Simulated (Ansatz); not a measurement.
Input file:

```yaml
crystal:
  periodic: [false, false, false]
  atoms:
    - {symbol: B, position_ang: [0.000000, 0.000000, 0.000000]}
    - {symbol: F, position_ang: [0.000000, 0.000000, 1.263100]}
basis:
  gaussian: {orbitals: def2-SVPD, point_charges: [{charge: -0.50, position_ang: [2.768, 0.622, -0.590]}]}
magnetization: {spin_polarized: true, initial_magnetization: 2}
correlation: {method: ccsd, electrons: outside_noble_gas, diis_vectors: 2}
scf: {omitted_lower_state_checks: [cluster_reference]}
```

```sh
$ ansatz run in.yaml --threads 1 --pin off --events-out ev --progress --plain --max-ram 2393MiB
```

Output:

```
these checks for a lower state are left out or cut short: cluster_reference
420 factors; integrals over basis functions are off by at most 5.2e-4 eV
mean field evaluation 1: about -3370.2598 eV, gradient 1.5e1 eV
mean field evaluation 2: about -3370.2627 eV, gradient 1.5e1 eV
mean field evaluation 4: about -3372.0744 eV, gradient 3.3e0 eV
mean field evaluation 8: about -3372.2134 eV, gradient 1.4e-1 eV
mean field evaluation 16: about -3372.2118 eV, gradient 3.6e-1 eV
mean field -3372.21368438 eV, -123.9265671325 hartree, gradient 3.6e-6 eV, S^2 2.002789; 3 other end points of the search recorded, 0 dependent functions left out
2 core orbitals not correlated: weight in the atoms' cores, before any rotation towards them, 1.000 or more for the frozen orbitals, at most 0.000 for the correlated occupied ones
reference -3372.21368438 eV, -123.9265671325 hartree; 6, 4 occupied and 35, 37 virtual orbitals, 420 factors
second order -6.17341199 eV of doubles, -0.00000000 eV of singles
cycle   1  -6.14370389 eV  change    3.0e-2 eV  update   6.6e-2
cycle   2  -6.29462788 eV  change   -1.5e-1 eV  update   1.9e-2
cycle   3  -6.34169543 eV  change   -4.7e-2 eV  update   1.2e-2
cycle   4  -6.34012297 eV  change    1.6e-3 eV  update   2.7e-3
cycle   5  -6.33897974 eV  change    1.1e-3 eV  update   1.1e-3
cycle   6  -6.33851879 eV  change    4.6e-4 eV  update   3.9e-4
cycle   7  -6.33819335 eV  change    3.3e-4 eV  update   1.8e-4
cycle   8  -6.33814918 eV  change    4.4e-5 eV  update   8.6e-5
cycle   9  -6.33807788 eV  change    7.1e-5 eV  update   4.3e-5
cycle  10  -6.33808119 eV  change   -3.3e-6 eV  update   2.0e-5
cycle  11  -6.33807183 eV  change    9.4e-6 eV  update   8.4e-6
Total energy: -3378.55175621 eV, -124.1594869761 hartree
Checks for a lower state left out: cluster_reference
```

Ran on 1 thread of Arm Neoverse V2, shared host: 0.6 s wall, 0.13 GiB peak host memory.
